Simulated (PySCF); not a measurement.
Working out the ionisation energy of B

B [He] 2s2 2p1 (2P) → B⁺ [He] 2s2 (1S). Computed with PySCF 2.14 in x2c-QZVPPall with one added diffuse shell each of s, p, d, f type (8s5p4d3f1g, 73 functions), with scalar relativity by spin-free X2C-1e. Frozen: nothing. Energies in hartree (1 hartree = 27.21139 eV):

```
             part   B (lower)  B⁺ (upper)
              UHF  -24.539857  -24.244375
MP2 opposite-spin   -0.060969   -0.054926
    MP2 same-spin   -0.004491   -0.000701
```

Q: What does Hartree-Fock give?

A: (-24.244375) − (-24.539857) = 0.295482 hartree = 8.040 eV.

Q: What do MP2 and SCS-MP2 (6/5 opposite-spin, 1/3 same-spin) give?

A: The opposite-spin parts differ by 0.164 eV and the same-spin parts by 0.103 eV. MP2: 8.040 + (0.164) + (0.103) = 8.307 eV. SCS-MP2: 8.040 + 1.2 × (0.164) + (0.103)/3 = 8.271 eV.

Measured between the centres of the two terms (NIST): 8.297 eV, so MP2 (valence and next inner shell) is off by 0.010 eV.

What remains against the reference includes basis incompleteness and correlation beyond second order.
